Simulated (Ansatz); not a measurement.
Basis-set extrapolation for `N=C(Cl)C=O` (PBE0-D4/def2-TZVP geometry, frozen core, Ansatz 0.2.0). Multiplicity 1, RHF reference.

```csv
,def2-TZVPP,def2-QZVPP
HF,-665.776574,-665.798239
MP2 correlation,-0.924784,-0.996653
CCSD(T) correlation,-0.993481,not run
```

Energies in hartree. Use E(X) = E(∞) + A·exp(−7.88·√X) for Hartree–Fock and E(X) = E(∞) + B·X^(−2.97) for correlation, with X = 3 and 4, and add CCSD(T) minus MP2 of the smaller set to the MP2 limit.

Problem. What is the CCSD(T) energy at the basis-set limit?

Solution. HF limit: -665.798239 + (-0.021665) × 0.13774 = -665.80122. MP2 limit: -0.996653 + (-0.071869) × 0.74074 = -1.04989. Higher-order term: -0.993481 − (-0.924784) = -0.06870. Total: -666.91981 hartree, 393.2 kJ/mol below CCSD(T)/def2-TZVPP.
